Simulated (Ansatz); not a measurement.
Molecule: CH2Cl (charge 0, doublet). It need not be the lowest isomer of its formula. SMILES: [CH2]Cl
Geometry: optimised at B3LYP-D3(BJ)/def2-TZVP (Ansatz, a program for electronic structure).

Computed values are from Ansatz. Cores are frozen in the correlated levels unless marked. UHF or UKS for open shells. No spin-orbit coupling. Non-relativistic. Basis-set limits of correlation are two-point, X^-3; Hartree-Fock from the larger set.

### Question
What is the total energy at CCSD(T)/CBS(def2-TZVPPD,def2-QZVPPD)?

### Answer
-498.9559 Eh.

### Question
What is the T1 diagnostic at CCSD/def2-QZVPPD?

### Answer
0.016.

### Question
What is the atomisation energy De at CCSD(T)/CBS(def2-TZVPPD,def2-QZVPPD)?

### Answer
1204.1 kJ/mol.

### Question
What is the dipole moment at CCSD(T)/aug-cc-pV(D+d)Z?

### Answer
1.07 D.
